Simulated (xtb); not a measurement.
xtb input:

```bash
xtb mol.xyz --gfn 1 --sp --chrg 0 --uhf 0
```
mol.xyz:
```
12

C      0.00645702     0.00137118     1.45419528
C      0.00055087     0.00011698     0.12406297
H      0.00482541     0.92504598     2.01974462
H      0.01311859    -0.92123548     2.02144868
C     -0.00871144     1.26990929    -0.67778781
H     -0.00983323     2.15257845    -0.03893565
H      0.86531059     1.32034450    -1.33448046
H     -0.88895351     1.31247184    -1.32668362
C      0.00270273    -1.27118527    -0.67544245
H      0.00950511    -2.15264813    -0.03496206
H     -0.87711609    -1.32285146    -1.32425130
H      0.87714802    -1.31497880    -1.33204813
```

Question: Predict the final energy.

Answer: -12.75134 Eh (GFN1-xTB).
